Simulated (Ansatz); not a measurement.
HAlSi, triplet: reading a ladder of total energies

Geometry: a point of a breathe scan, not a stationary point.

| atom | x (Å) | y (Å) | z (Å) |
| --- | --- | --- | --- |
| Si | 0.0000 | 0.0000 | 3.7135 |
| Al | 0.0000 | 0.0000 | -0.4354 |
| H | 0.0000 | 0.0000 | -3.2782 |

Basis 6-31G; Ansatz 0.2.0. Only valence electrons are correlated (noble-gas cores frozen), which leaves 8 electrons in 18 orbitals. Prefix R: restricted or restricted open-shell reference.

Full CI is exact within this basis and frozen core; it isn't the basis-set limit.

Runs differ by some tens of microhartree through their thresholds and, for an open shell, their frozen cores, so steps under 0.03 kcal/mol mean nothing.

```
    level  total energy (hartree)
      RHF             -531.178882
     RMP2             -531.234463
    RCCSD             -531.274411
 RCCSD(T)             -531.275890
   RCCSDT             -531.276716
RCCSDT(Q)             -531.276854
  RCCSDTQ             -531.276928
  full CI             -531.276941
```

What is the correlation energy at full CI, and what share of it do RMP2 and RCCSDT(Q) recover?

E(corr) = -531.276941 − (-531.178882) = -0.098059 hartree = -2.668 eV. RMP2: -0.055581 / -0.098059 = 56.68 %. RCCSDT(Q): -0.097972 / -0.098059 = 99.91 %.

By how many kcal/mol does RCCSD(T) miss full CI (1 hartree = 627.509 kcal/mol), and which steps make up the rest?

-531.275890 − (-531.276941) = 0.001051 hartree = 0.66 kcal/mol. Steps: RCCSDT − RCCSD(T) = -0.52, RCCSDT(Q) − RCCSDT = -0.09, RCCSDTQ − RCCSDT(Q) = -0.05, full CI − RCCSDTQ = -0.01 kcal/mol. That is within 1 kcal/mol of the reference in this basis, which itself misses far more of the correlation at the basis-set limit.
